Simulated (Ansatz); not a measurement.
**CH2ClF (chlorofluoromethane): where methods fail along a bond**

CH2ClF has 5 atoms, charge 0, and is taken as a singlet. SMILES: `FCCl`. The shape is that of a PBE0-D4/def2-TZVP optimisation.

| atom | x (Å) | y (Å) | z (Å) |
| --- | --- | --- | --- |
| F | -0.9705 | 0.5605 | 0.7665 |
| C | 0.0836 | 0.0893 | 0.0581 |
| Cl | -0.4230 | -1.2329 | -0.9981 |
| H | 0.8321 | -0.3026 | 0.7456 |
| H | 0.4777 | 0.8857 | -0.5721 |

The C2–H4 distance is scanned; the parts on either side stay rigid. Basis STO-3G, 7 core orbitals frozen in the correlated methods; program Ansatz 0.2.0. FCI is exact within this basis and core. Energies in eV from each method's value at 1.089 Å; methods without a U are spin-restricted. The shape above is that at 1.089 Å.

```tsv
distance (Å)	HF	B3LYP	CAM-B3LYP	wB97M-V	HSE06	CCSDT	CCSDT(Q)	FCI
1.089	0.00	0.00	0.00	0.00	0.00	0.00	0.00	0.00
1.362	1.03	0.69	0.75	0.75	0.74	0.64	0.64	0.64
1.634	3.05	2.16	2.33	2.33	2.31	2.05	2.04	2.04
2.179	6.94	4.85	5.30	5.32	5.15	4.07	4.05	4.05
2.723	9.51	6.51	7.24	7.33	6.88	4.67	4.63	4.65
```

Departure from the FCI curve at its largest: HF +4.86 eV at 2.72 Å; B3LYP +1.86 eV at 2.72 Å; CAM-B3LYP +2.59 eV at 2.72 Å; wB97M-V +2.69 eV at 2.72 Å; HSE06 +2.24 eV at 2.72 Å; CCSDT +0.02 eV at 2.72 Å; CCSDT(Q) -0.01 eV at 2.72 Å. Restricted functionals keep the electrons paired too, and rise too high. Restricted Hartree–Fock keeps the electrons paired, so it rises far too high as the bond breaks.
